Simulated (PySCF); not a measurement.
How methods differ on the ionisation energy of C

C [He] 2s2 2p2 (3P) → C+ [He] 2s2 2p1 (2P), as a difference of total energies. Calculation: PySCF 2.14, in aug-cc-pCVQZ-DK (9s8p6d4f2g, 109 functions); the spin-free X2C one-electron Hamiltonian (Gaussian nucleus). Correlated levels: valence: 1s2 frozen; valence and next inner shell: nothing frozen. The calculations carry no spin-orbit coupling.

```json
{"method": "UHF", "ionisation energy (eV)": "10.795"}
{"method": "LDA", "ionisation energy (eV)": "11.688"}
{"method": "PBE", "ionisation energy (eV)": "11.537"}
{"method": "PBE0", "ionisation energy (eV)": "11.510"}
{"method": "r2SCAN", "ionisation energy (eV)": "11.664"}
{"method": "BLYP", "ionisation energy (eV)": "11.399"}
{"method": "BP86", "ionisation energy (eV)": "11.582"}
{"method": "TPSS", "ionisation energy (eV)": "11.455"}
{"method": "MP2 (valence)", "ionisation energy (eV)": "11.281"}
{"method": "SCS-MP2 (valence)", "ionisation energy (eV)": "11.146"}
{"method": "MP2 (valence and next inner shell)", "ionisation energy (eV)": "11.306"}
{"method": "SCS-MP2 (valence and next inner shell)", "ionisation energy (eV)": "11.163"}
```

**Question.** How much does correlation contribute at MP2 (valence and next inner shell)?

**Answer.** 11.306 − (10.795) = 0.511 eV, measured against UHF.

Errors of the correlated levels include the incompleteness of this basis and the frozen core.

For comparison: 11.262 eV (measured; NIST levels, between the centres of gravity of the two terms).
